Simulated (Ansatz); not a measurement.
The input, for Ansatz 0.2.0:

```yaml
crystal:
  periodic: [false, false, false]
  atoms:
    - {symbol: Si, position_ang: [0.000000, 0.000000, 0.491574]}
    - {symbol: C, position_ang: [0.000000, 0.000000, -1.176602]}
    - {symbol: H, position_ang: [0.000000, 1.247023, 1.286284]}
    - {symbol: H, position_ang: [0.000000, -1.247023, 1.286284]}
    - {symbol: H, position_ang: [0.000000, 0.000000, -2.249409]}
basis:
  gaussian: {orbitals: cc-pVDZ}
magnetization: {spin_polarized: false, initial_magnetization: 3}
correlation: {method: bccd_t, electrons: outside_noble_gas}
```

```sh
$ ansatz run in.yaml --threads 1 --pin off --events-out ev --progress --plain --max-ram 2393MiB
```

The program prints:

```
446 factors; integrals over basis functions are off by at most 1.2e-3 eV
mean field evaluation 1: about -8933.7133 eV, gradient 1.2e1 eV
mean field evaluation 2: about -8933.7162 eV, gradient 1.2e1 eV
mean field evaluation 4: about -8934.7451 eV, gradient 1.4e0 eV
mean field evaluation 8: about -8934.7520 eV, gradient 1.6e-4 eV
mean field evaluation 16: about -8934.7520 eV, gradient 2.7e-6 eV
mean field evaluation 32: about -8931.6040 eV, gradient 1.8e0 eV
mean field -8934.75195138 eV, -328.3460780208 hartree, gradient 2.7e-6 eV, S^2 3.750000; 1 other end points of the search recorded, 0 dependent functions left out
determinant -8934.75195138 eV, -328.3460780208 hartree, with singles and doubles -8940.71308066 eV, -328.5651454812 hartree
determinant -8931.62098077 eV, -328.2310169733 hartree, with singles and doubles -8937.83959217 eV, -328.4595467270 hartree
6 core orbitals not correlated: weight in the atoms' cores, before any rotation towards them, 1.000 or more for the frozen orbitals, at most 0.000 for the correlated occupied ones
reference -8934.75195138 eV, -328.3460780208 hartree; 7, 4 occupied and 34, 37 virtual orbitals, 446 factors
second order -4.75490798 eV of doubles, -0.16655890 eV of singles
cycle   1  -5.96370618 eV  change   -2.6e-3 eV  update   3.5e-3
cycle   2  -5.96186234 eV  change    1.8e-3 eV  update   1.3e-3
cycle   3  -5.96097425 eV  change    8.9e-4 eV  update   5.3e-4
cycle   4  -5.96090151 eV  change    7.3e-5 eV  update   1.4e-4
cycle   5  -5.96084508 eV  change    5.6e-5 eV  update   4.4e-5
cycle   6  -5.96082633 eV  change    1.9e-5 eV  update   1.5e-5
cycle   7  -5.96082100 eV  change    5.3e-6 eV  update   5.5e-6
perturbative correction -0.13069073 eV, -0.0048027956 hartree
Total energy: -8940.84346310 eV, -328.5699369476 hartree
```

For the same geometry and basis UCCSDT(Q) lies 34.6 meV lower.

Ran on 1 thread of AMD EPYC 9R45, shared host: 0.91 s wall, 0.15 GiB peak host memory.
